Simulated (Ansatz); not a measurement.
A reaction path, image by image

CH$_{6}$N, doublet, from a complex of CH₅N ([CH3][NH2]) + H to a complex of CH₄N ([CH3][NH]) + H₂; PBE0-D4/def2-SVP (Ansatz 0.2.0). Settings:

```yaml
hamiltonian: {xc: pbe0, dispersion: d4}
neb:
  images: 5
  climbing: true
  max_iterations: 40
  initial_path: idpp
```

First end:

H1  (-1.007, 0.590, 0.826)
N2  (-0.535, 0.812, -0.041)
C3  (0.792, 0.221, -0.068)
H4  (-1.648, -2.321, 0.307)
H5  (-1.106, 0.442, -0.789)
H6  (1.394, 0.645, 0.740)
H7  (1.287, 0.485, -1.005)
H8  (0.823, -0.874, 0.030)
(Å)

Second end:

```
8
angstrom
H -1.2265 0.3161 1.8944
N -0.6816 0.1396 -0.6336
C 0.7116 -0.1714 -0.5730
H -1.1609 0.3170 2.6406
H -0.9420 0.1739 -1.6237
H 1.0513 -0.2220 0.4631
H 1.3161 0.5792 -1.1051
H 0.9320 -1.1325 -1.0627
```

The ends were relaxed with PBE0-D4 in triple zeta, so they are not quite minima here (largest force components 0.59 and 0.56 eV/Å).

Energies along the converged band: It took 17 iterations. Path lengths are measured after rigid turns and shifts between images are taken out.
```tsv
image	path length (Å)	energy (kcal/mol)
0	0.00	0.00
1	0.69	-0.15
2	1.38	0.35
3 (climbing)	2.07	6.94
4	3.05	-0.69
5	4.02	-1.27
6	5.00	-1.05
```
The barrier is narrow on this path: one image carries it, so the band shows its height but not its shape.
Energies count from the first end.

The images between the ends:
Image 1:
```xyz
8
angstrom
H -1.0198 0.4522 0.7286
N -0.5379 0.7344 -0.1223
C 0.7937 0.1726 -0.1686
H -1.6919 -1.8725 1.0049
H -1.1021 0.3902 -0.8962
H 1.3824 0.5392 0.6873
H 1.3148 0.5201 -1.0752
H 0.8606 -0.9361 -0.1585
```

Image 2:
```xyz
8
angstrom
H -1.0249 0.2689 0.6803
N -0.5612 0.6185 -0.1590
C 0.7897 0.1097 -0.2488
H -1.6395 -1.2720 1.4901
H -1.1203 0.2930 -0.9453
H 1.3625 0.4163 0.6406
H 1.2992 0.5573 -1.1173
H 0.8944 -0.9917 -0.3406
```

Image 3:
```xyz
8
angstrom
H -1.0987 0.0255 0.9030
N -0.5609 0.5875 -0.1343
C 0.7696 0.0539 -0.2929
H -1.4068 -0.6522 1.4441
H -1.1554 0.1878 -0.8705
H 1.3986 0.3405 0.5636
H 1.2226 0.5009 -1.1966
H 0.8308 -1.0439 -0.4165
```

Image 4:
```xyz
8
angstrom
H -1.3672 -0.0049 1.4687
N -0.4444 0.6657 -0.3986
C 0.8345 0.0373 -0.4594
H -1.5986 -0.5083 1.9989
H -1.0227 0.2433 -1.1389
H 1.4940 0.3952 0.3462
H 1.3359 0.2395 -1.4282
H 0.7684 -1.0678 -0.3886
```

Image 5:
```xyz
8
angstrom
H -1.3993 0.1896 1.7946
N -0.5093 0.3759 -0.4664
C 0.8326 -0.0895 -0.5854
H -1.5962 0.0175 2.5139
H -0.9688 0.2075 -1.3723
H 1.4027 0.0960 0.3380
H 1.3724 0.3831 -1.4314
H 0.8657 -1.1801 -0.7910
```

The band counts as converged below 0.05 eV/Å. Hardware: 2 CPU threads of an Arm Neoverse V1, shared host. Wall time about 2.3 min.
